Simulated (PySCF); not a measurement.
# Removing an electron from hydrazinium(1+)

Species: hydrazinium(1+), N2H5 (charge +1).
Numbering: `[NH2:1][NH3+:2]` (hydrogens: H3, H4 on N1; H5, H6, H7 on N2)

Cartesian coordinates in Å at the PBE0-D3(BJ)/def2-SVP level; atoms count from 1:
```xyz
7
N2H5 angstrom
N      0.075    0.395   -0.792
N     -0.226   -0.218    0.446
H      0.679    1.202   -0.631
H      0.555   -0.275   -1.394
H     -0.726    0.455    1.046
H      0.568   -0.597    0.996
H     -0.892   -0.990    0.288
```

Level: wB97X-D/def2-SVPD (PySCF). Frontier orbitals with their largest atomic shares (Löwdin; up to four atoms above 4 %):

```json
{"orbital": "HOMO−3", "ε (eV)": "-25.05", "main atoms": "N2 53 %, H6 21 %, N1 12 %, H7 6 %"}
{"orbital": "HOMO−2", "ε (eV)": "-23.50", "main atoms": "N2 39 %, N1 37 %, H4 7 %, H3 7 %"}
{"orbital": "HOMO−1", "ε (eV)": "-21.32", "main atoms": "N1 44 %, N2 17 %, H3 14 %, H4 14 %"}
{"orbital": "HOMO", "ε (eV)": "-16.43", "main atoms": "?"}
{"orbital": "LUMO", "ε (eV)": "-3.63", "main atoms": "N2 28 %, H6 20 %, H5 16 %, H7 16 %"}
{"orbital": "LUMO+1", "ε (eV)": "-2.30", "main atoms": "N1 23 %, H3 17 %, H4 17 %, N2 12 %"}
{"orbital": "LUMO+2", "ε (eV)": "-1.80", "main atoms": "H5 39 %, N2 23 %, H7 13 %, H6 11 %"}
```

Q: What vertical ionisation energy does ΔSCF give, and how far is −ε(HOMO) from it?

A: ΔSCF: 17.55 eV (1693 kJ/mol; threshold wavelength 70.7 nm); ⟨S²⟩ of the doublet left behind is 0.754, against 0.75 for a pure doublet. −ε(HOMO) is 16.43 eV, 1.12 eV below it. For the exact functional −ε(HOMO) would equal the first vertical ionisation energy; wB97X-D (range-separated hybrid) falls short of its own ΔSCF value by 6 %.

Q: On which atoms does the HOMO lie?

A: N1 (nitrogen bonded to N and 2 H) 71 %, N2 (nitrogen bonded to N and 3 H) 12 %, H3 (N–H hydrogen) 6 %, H4 (N–H hydrogen) 6 %, so more than half of it is on one atom. The HOMO−1 lies 4.89 eV lower.

Q: And the vertical electron affinity, the fundamental gap, Mulliken's electronegativity and the hardness (with the factor ½)?

A: EA = 3.57 eV by ΔSCF (−ε(LUMO) = 3.63 eV). IE − EA = 13.98 eV against an orbital gap of 12.80 eV; (IE + EA)/2 = 10.56 eV; (IE − EA)/2 = 6.99 eV.

Q: The lowest singlet excitation (vertical TDDFT, same level) lies at 7.80 eV. How far is it below IE − EA?

A: IE − EA = 13.98 eV, so by 6.18 eV.

Q: Shift the occupied levels rigidly so that −ε(HOMO) equals the ΔSCF value. What binding energies result?

A: The shift is +1.12 eV: HOMO 17.55, HOMO−1 22.44, HOMO−2 24.62, HOMO−3 26.17 eV. A rigid shift is only a rough guide to the deeper ionisations.

Q: How many of the 10 lowest singlet excitations (vertical TDDFT, same level) lie below the ionisation energy?

A: All 10; they run from 7.80 to 12.68 eV.

Geometry: PBE0-D3(BJ)/def2-SVP; no solvent, vibrations or thermal averaging.

These values come from a run that also computed excited states and ΔSCF ions. Time: 6.9 s wall; peak memory 0.39 GiB. Hardware: Arm Neoverse V2, one thread, no GPU, shared host.
